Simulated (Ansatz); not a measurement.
# CH₂ (triplet): wave-function methods side by side at angle H2–C1–H3 = 155.7°, cc-pVDZ

Aim: climb from Hartree-Fock through coupled cluster and multireference methods for CH₂ (triplet) at one geometry and basis, and see what each rung misses.

Program: Ansatz 0.2.0, Gaussian basis. Level of theory: cc-pVDZ, core rule «outside noble gas», up to 1 orbitals frozen. These are calculated values, not measurements.

Plan: UHF; CCSD(T) on ROHF; CCSD(T) on UHF; BCCD(T) on ROHF; CISD; CCSDT(Q) on ROHF; CCSDT(Q) on UHF; CASSCF and MRCISD+Q, 4 electrons in 4 orbitals; CASSCF and NEVPT2, 4 electrons in 4 orbitals; CASSCF and MRCISD+Q, 6 electrons in 6 orbitals; CASSCF and NEVPT2, 6 electrons in 6 orbitals; Full CI.

15 further runs of the same task are left out: 11 that didn't finish, 4 set aside as unsound or not needed.

### Step 1. What is computed

The geometry derives from a PBE0/def2-TZVP stationary point (not a proven minimum). One angle is set to the value named; bond lengths are kept.

3 atoms, charge 0, spin multiplicity 3.

Atoms are counted from 1 here; the program's logs count them from 0.

Bond lengths: C1–H2 1.079 Å, C1–H3 1.079 Å. Angles: H2–C1–H3 155.7°.

### Step 2. UHF

Contents of in.yaml:

```yaml
crystal:
  periodic: [false, false, false]
  atoms:
    - {symbol: C, position_ang: [0.000000, -0.032637, 0.000000]}
    - {symbol: H, position_ang: [0.000000, 0.194451, -1.054776]}
    - {symbol: H, position_ang: [0.000000, 0.194451, 1.054776]}
basis:
  gaussian: {orbitals: cc-pVDZ}
magnetization: {spin_polarized: true, initial_magnetization: 2}
hamiltonian: {xc: hf}
output: {orbitals: {seedname: orbitals}}
```

On the command line:

```sh
> ansatz run in.yaml --threads 1 --pin off --events-out ev --progress --plain --max-ram 2393MiB
```

Further steps of the session: CCSD(T) on ROHF; CCSD(T) on UHF; BCCD(T) on ROHF; CISD; CCSDT(Q) on ROHF; CCSDT(Q) on UHF; CASSCF and MRCISD+Q, 4 electrons in 4 orbitals; CASSCF and NEVPT2, 4 electrons in 4 orbitals; CASSCF and MRCISD+Q, 6 electrons in 6 orbitals; CASSCF and NEVPT2, 6 electrons in 6 orbitals; Full CI.

Q: Predict the results of all the runs planned. Wanted: FCI below the RHF energy; RMP2 from FCI; UMP2 from FCI; RCCSD from FCI; RCCSD(T) from FCI; UCCSD(T) from FCI; RCCSDT(Q) from FCI; UCCSDT(Q) from FCI; NEVPT2 pair from FCI.

As calculated:

```
                         quantity                                                                                               value
         FCI below the RHF energy                                                                                          -3.3872 eV
                    RMP2 from FCI                                                                                          +643.7 meV
                    UMP2 from FCI                                                                                          +623.6 meV
                   RCCSD from FCI                                                                                           +62.6 meV
                RCCSD(T) from FCI                                                                                           +12.9 meV
                UCCSD(T) from FCI                                                                                           +11.5 meV
               RCCSDT(Q) from FCI                                                                                             0.0 meV
               UCCSDT(Q) from FCI                                                                                            -1.1 meV
             NEVPT2 pair from FCI                                                                                          +608.2 meV
           MRCISD+Q pair from FCI                                                                                            -4.2 meV
          NEVPT2 valence from FCI                                                                                          +506.7 meV
levels within 1 kcal/mol (43 meV)  RCCSD(T), UCCSD(T), BCCD(T), RCCSDT, UCCSDT, RCCSDT(Q), UCCSDT(Q), MRCISD+Q pair, MRCISD+Q valence
                    T1 diagnostic                                                                                               0.025
   effectively unpaired electrons                                                                                                2.02
```

RCCSD(T) misses by +12.9 meV, 0.4 % of the correlation energy. MRCISD+Q pair falls below full CI: the +Q correction isn't variational, and the cores differ from full CI's. One determinant dominates. Of the multireference levels listed MRCISD+Q valence comes nearest in total energy (+2.8 meV), which doesn't show that its space is the better one. These misses are within one basis, not against nature; the frozen cores of restricted and unrestricted runs differ, which can shift their rows.
